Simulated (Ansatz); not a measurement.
Fluorite CdF2 was calculated with LDA in Ansatz (plane waves, PAW).

Run with plane-wave cutoff 520 eV, 8×8×8 k mesh, perturbation theory, scalar-relativistic PAW data made under PBE.

Cell (relaxed at this level):

```
CELL_PARAMETERS angstrom
      0.00000     2.64870     2.64870
      2.64870     0.00000     2.64870
      2.64870     2.64870     0.00000
ATOMIC_POSITIONS crystal
  Cd 0.00000 0.00000 0.00000
  F  0.25000 0.25000 0.25000
  F  0.75000 0.75000 0.75000
```

Task: Predict the electronic dielectric constant ε∞ and dielectric constant ε0 (ions relaxed).

Result: 
- electronic dielectric constant ε∞: 2.93
- dielectric constant ε0 (ions relaxed): 7.93

Measured, for comparison: high-frequency dielectric constant 2.4, static dielectric constant 8.1 (300 K, not corrected to a static lattice; as tabulated in Rakita et al. (2019), arXiv:1907.03971). Computed (rounded) less measured: high-frequency dielectric constant +22 %, static dielectric constant -2 %.

The result took around 5 core-minutes (rough).

Ansatz is a program for electronic structure.
